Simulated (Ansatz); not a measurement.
# CH3LiS: the cost of one run

All numbers below are computed with Ansatz 0.2.0 (RKS PBE0-D4/def2-SVP).

### 1 The structure to begin with

Bond lengths: Li1–S2 2.356 Å, S2–C3 1.793 Å, C3–H4 1.195 Å, C3–H5 1.100 Å, C3–H6 1.128 Å. Angles: Li1–S2–C3 92.3°, S2–C3–H4 112.0°, S2–C3–H5 111.6°, S2–C3–H6 110.8°, H4–C3–H5 107.0°, H4–C3–H6 105.7°, H5–C3–H6 109.5°.

Coordinates:

```xyz
6

Li   -0.2696   -2.1795    1.0916
S    -1.2337   -0.6387   -0.4068
C     0.1298    0.5100   -0.2184
H     1.1774    0.0128   -0.5073
H     0.0054    1.3939   -0.8615
H     0.2328    0.8375    0.8561
```

### 2 Relaxing end A

input.yaml reads:

```yaml
crystal:
  periodic: [false, false, false]
  atoms:
    - { symbol: Li, position_ang: [-0.2696, -2.1795, 1.0916] }
    - { symbol: S, position_ang: [-1.2337, -0.6387, -0.4068] }
    - { symbol: C, position_ang: [0.1298, 0.51, -0.2184] }
    - { symbol: H, position_ang: [1.1774, 0.0128, -0.5073] }
    - { symbol: H, position_ang: [0.0054, 1.3939, -0.8615] }
    - { symbol: H, position_ang: [0.2328, 0.8375, 0.8561] }
basis:
  gaussian: { orbitals: def2-SVP }
hamiltonian:
  xc: pbe0
  dispersion: d4
relax:
  f_tol: 0.015
  max_steps: 40
```

Launch:

```sh
$ ansatz run input.yaml --threads 1 --pin off --max-ram 2048MiB --backend cpu --events-out ev --progress --plain --runs-dir out
```

**Question.** How long does this run take on 1 thread of Arm Neoverse V2, shared host, and how much memory does it need?

About 8.3 s, with a peak of 0.13 GiB.
